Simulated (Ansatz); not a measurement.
Density of states of SrAl$_{2}$H$_{2}$ (P-3m1, a = 4.521 Å, b = 4.521 Å, c = 4.767 Å, α = 90.00°, β = 90.00°, γ = 120.00°), in states per eV and primitive cell, averaged over bins of 0.5 eV. Method: DFT r2SCAN, scalar-relativistic, plane waves, PAW (Ansatz 0.2.0).

Plane waves to 500 eV, a k mesh through Γ of 9×9×8 on the computed 5-atom cell and Gaussian smearing (0.10 eV); no spin polarisation.

The cell is relaxed at this level. The states (both spins) are summed by tetrahedra on a 14×14×12 mesh at the self-consistent density. Energies are bin centres; the table starts no lower than −8 eV and ends at 6 eV, or lower where the solved bands end.

It is a metal at this level.

```csv
E − E_F (eV),total,Al 3p,H 1s,Al 3s,Sr 5s
-7.80,1.06,0.19,0.27,0.49,0.07
-7.30,1.47,0.33,0.44,0.63,0.03
-6.80,1.06,0.29,0.41,0.30,0.03
-6.30,2.29,0.63,1.07,0.48,0.04
-5.80,0.71,0.18,0.37,0.14,0.00
-5.30,0.26,0.06,0.15,0.05,0.00
-4.80,0.04,0.01,0.02,0.01,0.00
-4.30,0.64,0.33,0.19,0.08,0.01
-3.80,2.01,1.06,0.59,0.29,0.01
-3.30,2.50,1.29,0.80,0.29,0.03
-2.80,0.98,0.62,0.19,0.12,0.01
-2.30,1.59,1.12,0.23,0.17,0.02
-1.80,1.49,1.24,0.07,0.11,0.01
-1.30,1.62,1.46,0.03,0.07,0.01
-0.80,0.88,0.79,0.01,0.02,0.00
-0.30,0.26,0.23,0.00,0.00,0.00
0.20,0.27,0.17,0.03,0.01,0.00
0.70,0.74,0.41,0.10,0.05,0.01
1.20,1.14,0.59,0.15,0.12,0.02
1.70,1.63,0.76,0.12,0.24,0.05
2.20,2.78,1.00,0.18,0.34,0.30
2.70,2.98,0.83,0.17,0.31,0.30
3.20,2.85,0.67,0.17,0.24,0.21
3.70,2.61,0.64,0.17,0.21,0.12
4.20,2.69,0.55,0.16,0.31,0.09
4.70,3.77,0.62,0.08,0.31,0.12
5.20,3.98,0.45,0.06,0.18,0.16
5.70,2.54,0.37,0.06,0.07,0.18
```

The columns after the total are the main Löwdin projections on the occupied valence shells of the potentials; 2 others are left out. The rest of the total lies in those, in shells that are empty in the free atom, which aren't projected, and between the atoms.

Cost: 1 run of about 3.5 core-minutes, on Intel Xeon Platinum 8259CL (Skylake/Cascade Lake) (shared hosts).